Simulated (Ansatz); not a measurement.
Steps of a relaxation of `COC(=O)O` with RKS PBE-D4/def2-SVP.

```sh
$ ansatz run in.yaml --threads 4 --pin off --events-out ev --progress --plain --max-ram 10444MiB
```

```yaml
crystal:
  periodic: [false, false, false]
  atoms:
    - {symbol: C, position_ang: [-0.332100, -0.602300, -1.212700]}
    - {symbol: O, position_ang: [0.025800, 0.597000, -0.501200]}
    - {symbol: C, position_ang: [0.210000, 0.371200, 0.796100]}
    - {symbol: O, position_ang: [0.202600, -0.666500, 1.417600]}
    - {symbol: O, position_ang: [0.625300, 1.500900, 1.392000]}
    - {symbol: H, position_ang: [-0.527300, -0.254600, -2.270800]}
    - {symbol: H, position_ang: [0.419900, -1.328600, -1.179800]}
    - {symbol: H, position_ang: [-1.291000, -0.921900, -0.841200]}
    - {symbol: H, position_ang: [0.755300, 1.258500, 2.382900]}
basis:
  gaussian: {orbitals: def2-SVP}
hamiltonian: {xc: pbe, dispersion: d4}
relax: {f_tol: 0.03, max_steps: 200}
```

Positions (Å) and forces (eV/Å) along the path, 7 of 7 steps:

```xyz
9
step=1 energy=-8265.3608 eV
C    -0.332   -0.602   -1.213   -1.551    2.822   -1.543
O     0.026    0.597   -0.501   -0.145   -0.361   -0.171
C     0.210    0.371    0.796    1.545    0.529    1.147
O     0.203   -0.666    1.418   -0.798   -1.296   -0.343
O     0.625    1.501    1.392    0.041    0.793    1.696
H    -0.527   -0.255   -2.271    0.383   -0.294    0.589
H     0.420   -1.329   -1.180    1.561   -1.664    0.227
H    -1.291   -0.922   -0.841   -0.752   -0.843    0.469
H     0.755    1.258    2.383   -0.283    0.315   -2.070
9
step=2 energy=-8265.5406 eV
C    -0.359   -0.582   -1.225   -0.351    1.044   -0.424
O     0.060    0.592   -0.497    0.466   -0.427   -0.148
C     0.345    0.350    0.788   -1.512    0.031    1.730
O     0.165   -0.689    1.421    0.598    0.278   -1.018
O     0.613    1.527    1.413    0.458   -0.118    0.092
H    -0.541   -0.235   -2.268    0.146   -0.075    0.223
H     0.418   -1.345   -1.207    0.324   -0.520    0.062
H    -1.309   -0.952   -0.814   -0.107   -0.289    0.180
H     0.696    1.288    2.373   -0.024    0.076   -0.697
9
step=3 energy=-8265.3133 eV rejected
C    -0.348   -0.537   -1.209   -0.800   -2.420   -1.503
O     0.079    0.524   -0.525    1.276    2.849    3.892
C     0.272    0.338    0.875   -0.647   -0.433   -4.013
O     0.170   -0.727    1.419   -0.030   -0.545    0.767
O     0.573    1.517    1.355    0.398    0.787    1.146
H    -0.514   -0.155   -2.236   -0.108   -0.424   -0.155
H     0.411   -1.353   -1.203   -0.111   -0.162   -0.253
H    -1.288   -0.962   -0.790   -0.089   -0.093   -0.167
H     0.733    1.308    2.297    0.110    0.441    0.287
9
step=4 energy=-8265.6524 eV
C    -0.359   -0.567   -1.227   -0.075    0.190   -0.089
O     0.074    0.586   -0.495    0.134   -0.102    0.311
C     0.299    0.359    0.818   -0.433   -0.045    0.033
O     0.177   -0.703    1.404    0.115    0.141   -0.280
O     0.621    1.530    1.410    0.066   -0.105    0.040
H    -0.534   -0.229   -2.267    0.082    0.030    0.068
H     0.414   -1.357   -1.209    0.005   -0.119    0.020
H    -1.308   -0.962   -0.812    0.051   -0.085    0.056
H     0.705    1.296    2.360    0.056    0.095   -0.159
9
step=5 energy=-8265.6655 eV
C    -0.359   -0.565   -1.226    0.008    0.064    0.014
O     0.043    0.592   -0.482   -0.016   -0.137    0.063
C     0.260    0.361    0.825   -0.003    0.013   -0.033
O     0.156   -0.706    1.398   -0.012    0.006   -0.049
O     0.616    1.527    1.403    0.015    0.010    0.046
H    -0.506   -0.209   -2.261   -0.016   -0.048   -0.038
H     0.419   -1.355   -1.195    0.006    0.035    0.000
H    -1.301   -0.991   -0.824    0.006    0.022   -0.011
H     0.761    1.300    2.344    0.010    0.035    0.008
9
step=6 energy=-8265.6662 eV
C    -0.360   -0.564   -1.227    0.017    0.021    0.029
O     0.041    0.590   -0.480   -0.018   -0.044    0.011
C     0.258    0.361    0.826    0.014    0.018   -0.021
O     0.154   -0.707    1.397   -0.012   -0.013   -0.011
O     0.618    1.526    1.405    0.001   -0.007    0.009
H    -0.507   -0.214   -2.265   -0.004   -0.009   -0.010
H     0.421   -1.351   -1.193   -0.002    0.009   -0.005
H    -1.301   -0.990   -0.826    0.000    0.006   -0.009
H     0.764    1.302    2.346    0.005    0.018    0.006
9
step=7 energy=-8265.6663 eV
C    -0.359   -0.563   -1.227    0.009    0.001    0.009
O     0.039    0.590   -0.479   -0.009    0.000   -0.004
C     0.258    0.360    0.827    0.009    0.007   -0.001
O     0.152   -0.708    1.397   -0.004   -0.004    0.001
O     0.619    1.526    1.405    0.000   -0.011   -0.002
H    -0.507   -0.215   -2.265   -0.001    0.002   -0.001
H     0.422   -1.349   -1.193   -0.001    0.000   -0.002
H    -1.301   -0.991   -0.827   -0.002    0.000   -0.003
H     0.767    1.304    2.346    0.000    0.006    0.001
```

Hardware: 4 threads of an AMD EPYC 9R14 on a shared host. Wall time 4.7 s, peak host memory 0.14 GiB.
